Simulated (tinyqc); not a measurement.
Worked calculation: Pariser-Parr-Pople SCF with singles CI, for the molecule [CH2-]C=CF (SMILES; centres numbered as the heavy atoms are written). Computed by tinyqc, a small Python program that keeps every step. Settings: charge = -1, gamma = Ohno, start = huckel, damping = 0, iteration cap = 61, excitations kept = 4. Command: `OMP_NUM_THREADS=1 python tinyqc.py 26376 26377 out.jsonl` (the two numbers bound the seeds that draw the settings). One thread of a shared host (Intel(R) Xeon(R) Processor @ 2.60GHz), about 0.02 s of CPU time with the checks. Later iterations appear only in the table of the cycle.

## PPP integrals

Centres (angstrom, eV; a flat drawing with bonds scaled to 1.40 angstrom):
```
centre         x         y  core charge z         W  gamma_rr
1C      -1.84800  -0.12700              1  11.16000  11.13000
2C      -0.55900   0.42100              1  11.16000  11.13000
3C       0.55900  -0.42100              1  11.16000  11.13000
4F       1.84800   0.12700              2  39.00000  21.40000
```

Resonance integrals (eV):
```
i  j      beta
1  2  -2.39000
2  3  -2.39000
3  4  -2.10000
```

Ohno: gamma = 14.399645/sqrt(R^2 + a^2), a = 2 x 14.399645/(gamma_rr + gamma_ss); H_rr = -W_r - sum_(s != r) z_s gamma_rs; H_rs = beta for bonds.

repulsion gamma_rs (eV):
```
          1C        2C        3C        4F
1C  11.13000   7.55197   5.23921   3.78040
2C   7.55197  11.13000   7.55502   5.57813
3C   5.23921   7.55502  11.13000   8.69026
4F   3.78040   5.57813   8.69026  21.40000
```

core matrix H (eV):
```
           1C         2C         3C         4F
1C  -31.51196   -2.39000    0.00000    0.00000
2C   -2.39000  -37.42324   -2.39000    0.00000
3C    0.00000   -2.39000  -41.33474   -2.10000
4F    0.00000    0.00000   -2.10000  -57.04878
```

## Starting guess

pi electrons, sum of z_r less the charge = 6

Orbitals of the Hueckel matrix of the beta values.

P at the start:
```
          1C        2C        3C        4F
1C   1.68006   0.50159  -0.46645   0.26142
2C   0.50159   1.21361   0.73130  -0.40985
3C  -0.46645   0.73130   1.31994   0.38114
4F   0.26142  -0.40985   0.38114   1.78639
```

## Iteration 1: Fock matrix

F_rr = H_rr + P_rr gamma_rr / 2 + sum_(s != r) P_ss gamma_rs; F_rs = H_rs - P_rs gamma_rs / 2; E = tr P (H + F) / 2 + core repulsion sum_(r<s) z_r z_s gamma_rs.

F (eV):
```
          1C        2C        3C         4F
1C   0.67141  -4.28401   1.22192   -0.49414
2C  -4.28401   1.95514  -5.15248    1.14311
3C   1.22192  -5.15248  -0.49406   -3.75610
4F  -0.49414   1.14311  -3.75610  -13.34283
```

pi energy = -93.72774 eV

## Iteration 1: orbitals and new P

Diagonalise F (the basis is taken as orthonormal) and form P = 2 sum c c over the lowest orbitals.

orbital energies (eV): -14.36793  -4.89220  -0.65933  8.70912

P after iteration 1:
```
          1C        2C        3C        4F
1C   1.56898   0.65827  -0.47678   0.12499
2C   0.65827   0.99466   0.72816  -0.19089
3C  -0.47678   0.72816   1.47260   0.13826
4F   0.12499  -0.19089   0.13826   1.96375
```

## Iteration 2: Fock matrix

As before.

F (eV):
```
          1C        2C        3C         4F
1C  -0.12990  -4.87561   1.24897   -0.23626
2C  -4.87561   2.04057  -5.14062    0.53241
3C   1.24897  -5.14062  -0.33928   -2.70076
4F  -0.23626   0.53241  -2.70076  -11.75960
```

pi energy = -95.87850 eV

## Iteration 2: orbitals and new P

As before.

orbital energies (eV): -12.39864  -5.37329  -1.20868  8.79240

P after iteration 2:
```
          1C        2C        3C        4F
1C   1.56204   0.67793  -0.46635   0.08388
2C   0.67793   0.95060   0.72188  -0.12984
3C  -0.46635   0.72188   1.50342   0.08932
4F   0.08388  -0.12984   0.08932   1.98393
```

## Iteration 3: Fock matrix

As before.

F (eV):
```
          1C        2C        3C         4F
1C  -0.26350  -4.94987   1.22165   -0.15855
2C  -4.94987   2.08837  -5.11690    0.36213
3C   1.22165  -5.11690  -0.36162   -2.48809
4F  -0.15855   0.36213  -2.48809  -11.54783
```

pi energy = -95.99229 eV

## Iteration 3: orbitals and new P

As before.

orbital energies (eV): -12.12035  -5.44711  -1.27799  8.76087

P after iteration 3:
```
          1C        2C        3C        4F
1C   1.56168   0.68293  -0.46143   0.07213
2C   0.68293   0.93595   0.71894  -0.11239
3C  -0.46143   0.71894   1.51423   0.07594
4F   0.07213  -0.11239   0.07594   1.98813
```

## Convergence

Stop when output and input P, before any damping, agree to 1e-7.

Course of the cycle:
```
iteration       E (eV)  largest |P(out) - P(in)|
1          -93.7277362                  2.43e-01
2          -95.8784991                  6.11e-02
3          -95.9922941                  1.75e-02
4          -96.0017610                  5.40e-03
5          -96.0026583                  2.04e-03
6          -96.0027519                  7.74e-04
7          -96.0027625                  2.94e-04
8          -96.0027638                  1.12e-04
9          -96.0027640                  4.23e-05
10         -96.0027640                  1.61e-05
11         -96.0027640                  6.10e-06
12         -96.0027640                  2.31e-06
13         -96.0027640                  8.78e-07
14         -96.0027640                  3.33e-07
15         -96.0027640                  1.26e-07
16         -96.0027640                  4.80e-08
```

Converged in 16 iterations.

## Converged orbitals

Charges are z - P_rr.

orbital energies (eV): -12.01294  -5.47546  -1.30718  8.73945

coefficients:
```
        MO1       MO2       MO3       MO4
1C  0.01606   0.54011   0.69931  -0.46796
2C  0.06813   0.67663  -0.03408   0.73237
3C  0.22917   0.47151  -0.69690  -0.48937
4F  0.97087  -0.16771   0.15533   0.07185
```

pi charges: 1C -0.56203, 2C 0.07274, 3C -0.52103, 4F 0.01033

## Singles CI, singlets

Over the 3 single excitations with the smallest orbital gaps: A = (e_a - e_i) delta + 2 (ia|jb) - (ij|ab), with (pq|rs) = sum c_mp c_mq gamma_mn c_nr c_ns. f = 2/3 w |mu|^2 in atomic units, mu = sqrt2 sum c_ia sum_m c_mi c_ma R_m.

singlet CI matrix (eV):
```
          3>4       2>4       1>4
3>4   4.96657  -0.01755   0.11914
2>4  -0.01755   7.76346  -0.20183
1>4   0.11914  -0.20183  14.80473
```

singlet excitation energies (eV): 4.96505  7.75775  14.81196

oscillator strengths: 0.60832  0.15776  0.02133

## Singles CI, triplets

Over the 3 single excitations with the smallest orbital gaps: A = (e_a - e_i) delta - (ij|ab), with (pq|rs) = sum c_mp c_mq gamma_mn c_nr c_ns.

triplet CI matrix (eV):
```
         3>4       2>4       1>4
3>4  2.25298   0.04212   0.29155
2>4  0.04212   5.69107  -0.37938
1>4  0.29155  -0.37938  14.62478
```

triplet excitation energies (eV): 2.24535  5.67585  14.64762
